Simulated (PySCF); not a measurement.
C3H6O2S.
Z-matrix (Å and degrees, GFN2-xTB geometry), rows numbered from 1:
```
C 
C   1  1.3133
S   2  1.7976  1  119.50
C   3  1.8176  2  103.09  1  -110.72
O   3  1.4367  2  108.98  1     4.44
O   3  1.4373  2  108.40  1   134.52
H   1  1.0782  2  123.41  3  -179.04
H   1  1.0783  2  119.00  3     0.55
H   2  1.0754  1  126.15  3   177.75
H   4  1.0820  3  108.29  2   -58.94
H   4  1.0821  3  107.93  2    62.08
H   4  1.0830  3  107.80  2  -178.46
```

Theory: TDDFT B3LYP/def2-SVPD, vertical, gas phase, core orbitals frozen in the response (PySCF).

Kohn–Sham orbitals with the atoms that hold most of them (Löwdin shares over 4%, at most four atoms; ? is withheld):

```tsv
orbital	ε (eV)	atoms
LUMO+2	0.72	S3 26%, H7 17%, C1 14%, H12 10%
LUMO+1	0.08	S3 26%, C4 13%, H10 11%, C1 10%
LUMO	?	?
HOMO	-8.25	?
HOMO-1	-8.48	O6 42%, O5 35%, S3 7%, C2 5%
HOMO-2	-8.92	O5 25%, C2 22%, C1 20%, O6 13%
HOMO-3	-9.17	O5 34%, O6 26%, C2 13%, C1 10%
```

**Question.** Give the leading atoms of the HOMO.

**Answer.** O6 (bonded to S) 34%; O5 (bonded to S) 21%; C2 (bonded to C, S and H) 13%; C4 (bonded to S and 3 H) 11%. By element: oxygen 55%, carbon 24% or more.

**Question.** Which atoms hold the LUMO, and with what shares?

**Answer.** C1 (bonded to C and 2 H) 38%; C2 (bonded to C, S and H) 31%; S3 (bonded to 2 C and 2 O) 7%; H7 (bonded to C) 6%. By element: carbon 70% or more, sulfur 7%, hydrogen 6% or more.

**Question.** What is the LUMO energy, and the HOMO–LUMO gap?

**Answer.** ε(LUMO) = -1.50 eV; the gap is 6.75 eV (0.2482 hartree).

**Question.** How does S1 compare with the orbital gap of 6.75 eV?

**Answer.** S1 is at 5.68 eV (f = 0.0032), 1.08 eV below the gap, made of HOMO→LUMO (93%). 

**Question.** One configuration dominates each of S1, S2, S5 and S7. Which, and how do the shares of the two leading atoms of either orbital change from the occupied to the empty one?

**Answer.** 
- S1 (5.68 eV, f 0.0032), HOMO→LUMO (93%): O6 34% → at most 6%, O5 21% → at most 6%, C1 at most 11% → 38%, C2 13% → 31%
- S2 (6.02 eV, f 0.0051), HOMO-1→LUMO (92%): O6 42% → at most 6%, O5 35% → at most 6%, C1 at most 6% → 38%, C2 5% → 31%
- S5 (7.43 eV, f 0.091), HOMO→LUMO+1 (76%): O6 34% → at most 11%, O5 21% → at most 11%, S3 at most 11% → 26%, C4 11% → 13%
- S7 (7.73 eV, f 0.079), HOMO-1→LUMO+1 (87%): O6 42% → at most 11%, O5 35% → at most 11%, S3 7% → 26%, C4 at most 6% → 13%

Löwdin shares depend on the basis, the more so with diffuse functions.

Hardware: one thread, x86-64 server, shared host. Cost: 16 s of wall time.

One conformer stands for the species.
